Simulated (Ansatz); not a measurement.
Zinc-blende InAs, relaxed in Ansatz (plane waves) with several semilocal functionals. Each gives its own volume and its own bulk modulus:

| level | V0 (Å³/atom) | bulk modulus B0 (GPa) | ln V0 | ln B0 |
|---|---|---|---|---|
| PBEsol-D3(BJ) | 27.336 | 60.63 | 3.3082 | 4.1048 |
| LDA | 27.352 | 60.15 | 3.3088 | 4.0968 |
| PBEsol | 28.192 | 55.73 | 3.3390 | 4.0205 |
| PBE-D3(BJ) | 28.526 | 53.95 | 3.3508 | 3.9881 |
| PBE | 29.595 | 48.51 | 3.3876 | 3.8818 |
| revPBE | 30.306 | 44.88 | 3.4113 | 3.8040 |

Q: Fit a straight line to ln B0 against ln V0. What does it predict for PBE-D4, whose volume is 28.487 Å³/atom?

A: With x = ln V0 and y = ln B0: means 3.35095 and 3.98267; Σ(Δx Δy) = -0.02496, Σ(Δx²) = 0.008732, so the slope is -2.86. At x = 3.3494 the line gives y = 3.98267 + (-2.86) × (3.3494 − 3.35095) = 3.9871, or 53.90 GPa. The run with PBE-D4 gives 54.36 GPa, +0.9 % from the line. The rows used scatter about it by up to 0.6 %, while the largest value lies 35 % above the smallest. For comparison, PBE's own equation of state has B′ = 4.8, the slope −d ln B/d ln V at a fixed functional; the two needn't agree, since functionals also differ at one volume.

Measured: 58.6 GPa (measured, 0 K value with the zero-point phonon effect removed; as tabulated in Mejia-Rodriguez and Trickey (2018), arXiv:1807.09216).

Ansatz's density-functional and Hartree–Fock values are scalar-relativistic unless marked +SOC, with PAW data made under PBE.

Ansatz is a program for electronic structure.
